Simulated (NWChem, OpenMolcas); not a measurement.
## BNH6 (SMILES [BH3-][NH3+]): methods side by side

BNH6: 8 atoms, total charge 0, spin state singlet. As SMILES, `[BH3-][NH3+]`. Geometry: relaxed at PBE0-D4/def2-TZVP.

```tsv
atom	x (Å)	y (Å)	z (Å)
B	-0.1913	0.2508	-0.7754
N	0.2065	-0.2551	0.7317
H	-0.0782	-0.7284	-1.4810
H	-1.3326	0.6497	-0.6872
H	0.6044	1.1266	-1.0384
H	0.1408	0.5070	1.3987
H	1.1566	-0.6113	0.7553
H	-0.4140	-0.9965	1.0405
```

Each level gives the dipole moment (D). The values are calculated.

```tsv
level	kind	program	value (D)	CPU time
HF/def2-TZVP	Hartree–Fock	NWChem	5.51	13 s
BLYP/def2-TZVP	GGA	OpenMolcas	5.41	41 s
TPSS/def2-TZVP	meta-GGA	NWChem	5.41	23 s
B3LYP/def2-TZVP	global hybrid	OpenMolcas	5.44	40 s
BHLYP/def2-TZVP	global hybrid	OpenMolcas	5.46	37 s
M06-2X/def2-TZVP	hybrid meta-GGA	NWChem	5.39	16 s
PBE0/def2-TZVP	global hybrid	OpenMolcas	5.45	39 s
wB97X/def2-TZVP	range-separated hybrid	NWChem	5.50	57 s
```

The values span 5.39 to 5.51 D. CPU times are rough (shared hosts, several kinds of processor): they show what a rung costs within a factor of a few.
